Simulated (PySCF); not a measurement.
Gas-phase reaction: AlH₃.NH₃ + Al → Al₂H₆ + N

Energies from PySCF, thermal terms from the rigid-rotor harmonic-oscillator model, ideal gas at 1 bar. † marks an energy on the PBE0/def2-TZVP geometry and frequencies; other levels use their own. MP2 freezes the core. 6-31G* has spherical d functions here. Open shells (unrestricted): Al (multiplicity 2, electronic degeneracy 6), N (multiplicity 4); the rest are closed-shell singlets. Spin-orbit splitting is ignored; it lowers the true energy and changes the entropy of Al. B3LYP is the form with VWN-RPA correlation. Adducts (AlH₃.NH₃) have no counterpoise correction, and HF, PBE, BLYP, B3LYP and PBE0 lack dispersion. AlH₃.NH₃, Al₂H₆: computed as isolated molecules; such fragments, hydroxides, amides, oligomers or adducts are transient or little studied in the gas. MP2 isn't extrapolated to the basis-set limit; its ΔH°(298 K) is 258.2 kJ in def2-SVP and 280.1 kJ in def2-TZVPP. The harmonic model lacks anharmonicity and excited electronic states, which grow with temperature; levels with a mode under 35 cm⁻¹ are left out.

| level | ΔE electronic, kJ | ΔH°(298 K), kJ | ΔS°(298 K), J/K | ΔG°(800 K), kJ |
|---|---|---|---|---|
| B3LYP/6-31G* | 333 | 293 | -6 | 295 |
| BLYP/def2-TZVP† | 354 | 314 | -6 | 316 |
| HF/def2-TZVP† | 122 | 82 | -6 | 84 |
| M06-2X/def2-TZVP† | 324 | 284 | -6 | 287 |
| MP2/def2-TZVPP† | 320 | 280 | -6 | 282 |
| PBE/def2-SVP | 368 | 330 | -6 | 332 |
| PBE0/def2-QZVP† | 337 | 297 | -6 | 300 |
| PBE0/def2-TZVP | 332 | 292 | -6 | 295 |
| r2SCAN/def2-TZVP† | 299 | 260 | -6 | 262 |
| ωB97X-V/def2-TZVP† | 313 | 274 | -6 | 276 |
ΔH° is lowest at HF/def2-TZVP† and highest at PBE/def2-SVP. No reference value is set beside these.
